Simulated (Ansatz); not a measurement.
A made-up structure of CH2O, closed shell:

```
4
angstrom
C -0.0023 -0.0018 -0.0027
O 0.5605 0.4409 0.6491
H -0.4954 0.6777 -0.7460
H -0.0629 -1.1168 0.0996
```

It is relaxed with PBE-D4/def2-SVP and then PBE0-D4/def2-TZVP (Ansatz 0.2.0). Atoms count as bonded within 1.22 times the sum of their covalent radii (H–H: 0.88 Å). The end point is not checked to be a true minimum.

Question: Does its bonding change? (A judgement: the text doesn't fix the answer.)

Answer: The calculation gives: No: no bond forms or breaks.

Where it ends: The first stage lowers the energy by 4.79 eV in 8 steps. It ends as CH₂O ([CH2][O]):
C1  (-0.003, -0.002, -0.003)
O2  (0.692, 0.544, 0.801)
H3  (-0.545, 0.560, -0.790)
H4  (-0.144, -1.102, -0.008)
(Å)

Labels in which every atom is bracketed show which atoms are joined, not bond orders.

For scale, one of the runs: PBE0-D4/def2-TZVP relaxation, 74 basis functions, launched by `ansatz run in.yaml --threads 2 --pin off --events-out ev --progress --plain --max-ram 4352MiB`. The run took about 2.9 s on 2 CPU threads of an Arm Neoverse V1 (shared host).
